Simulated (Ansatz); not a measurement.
# Pulling the pair apart

The pair of OH⁻ (SMILES [OH-], atoms 1–2) and C₂H₆ (SMILES CC, atoms 3–10), both closed shells, in one local arrangement (a lower one may exist), relaxed at PBE0-D4/def2-TZVPD:

O1  (-0.404, -0.573, -2.556)
H2  (0.193, -0.070, -3.119)
C3  (0.536, 0.583, 0.946)
C4  (-0.495, -0.433, 0.483)
H5  (0.573, 0.702, 2.037)
H6  (1.537, 0.297, 0.609)
H7  (0.330, 1.567, 0.512)
H8  (-0.483, -0.507, -0.628)
H9  (-1.501, -0.144, 0.809)
H10  (-0.285, -1.422, 0.907)
(Å)

C₂H₆ is shifted rigidly along the line between the mean atom positions of the two fragments (negative: closer). Counterpoise interaction energies in kcal/mol. Ansatz 0.2.0; basis: def2-TZVPPD; cores frozen in the correlated methods.

```
shift (Å)  r2SCAN-D4  wB97M-V  PBE0-D4
    -0.19      -7.00    -6.25    -7.42
    -0.10      -7.55    -6.94    -7.92
     0.00      -7.72    -7.22    -8.05
     0.10      -7.63    -7.21    -7.93
     0.23      -7.24    -6.90    -7.52
     0.48      -6.16    -5.92    -6.42
     0.97      -4.13    -3.95    -4.37
     1.93      -1.80    -1.69    -2.02
```

(1) What does CCSD(T) give at these shifts? (An estimate is asked for; the value comes from the calculation.)

The T1 diagnostic stays at or below 0.017.

Results:

(1) Computed: -5.38, -6.18, -6.54, -6.61, -6.40, -5.56, -3.77, -1.63 kcal/mol. For zero shift, CCSD(T) at an estimated basis limit (MP2 extrapolated from triple and quadruple zeta, plus CCSD(T) − MP2 in triple zeta) gives -7.09 kcal/mol. These are counterpoise interaction energies, counted from the two frozen fragments.

For scale, one of the runs: CCSD(T)/def2-TZVPPD, 233 basis functions, launched by `ansatz run in.yaml --threads 4 --pin off --events-out ev --progress --plain --max-ram 9574MiB`. Time: 38 s of wall clock on 4 CPU threads of an Intel Xeon; the host was shared. Peak host memory: 4.3 GiB.
